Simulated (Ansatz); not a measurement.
# What a trial cell of W3N relaxes into

All numbers below come from Ansatz 0.2.0, DFT PBE, scalar-relativistic, plane waves, PAW. Cutoff 420 eV, Γ-centred k mesh, Gaussian smearing, no spin polarisation in the final step.

The start puts W3N on the Cu3Au (L1_2) structure type (Pm-3m, No. 221), with N in place of Au, W in place of Cu, at a guessed volume.

```
W N
1.0
     3.77615    0.00000    0.00000
     0.00000    3.77615    0.00000
     0.00000    0.00000    3.77615
W N
3 1
Direct
  0.00000 0.50000 0.50000
  0.50000 0.00000 0.50000
  0.50000 0.50000 0.00000
  0.00000 0.00000 0.00000
```

Cell and atoms relax at zero pressure; the relaxation can't lower the symmetry of the start. After a coarse first stage the cell is made exact in the group found at 0.06 Å.

The zero of energy is the elements' standard structures at the same level (N₂ as a molecule); no fitted shifts are applied.

(1) Which crystal results?

(2) What are its volume, energy, density and gap?

## Answers

(1) It keeps Pm-3m (No. 221). The result has the Cu3Au (L1_2) structure. Conventional cell: a = 3.868 Å. W is coordinated by 4 N at 2.73 Å and 8 W at 2.73 Å; N is coordinated by 12 W at 2.73 Å.

```
W N
1.0
     3.86762    0.00000    0.00000
     0.00000    3.86762    0.00000
     0.00000    0.00000    3.86762
W N
3 1
Direct
  0.00000 0.50000 0.50000
  0.50000 0.00000 0.50000
  0.50000 0.50000 0.00000
  0.00000 0.00000 0.00000
```

(2) The volume per atom is 14.46 Å³, the density is 16.23 g/cm³ and the energy over the elements is 1.40 eV/atom. The gap on the 12×12×12 mesh is 0 eV (a metal).

The final run used a 12×12×12 mesh on its 4-atom cell and 0.10 eV smearing. The k mesh leaves about 4 meV/atom of noise in metals. Spin–orbit coupling is left out. Symmetry constrained the relaxation, so the result can be a saddle point. The steps took of the order of 20 core-seconds in all.

Cost: 3 runs of about 0.33 core-minutes in all, on Intel Xeon 6975P-C (Granite Rapids) (shared hosts).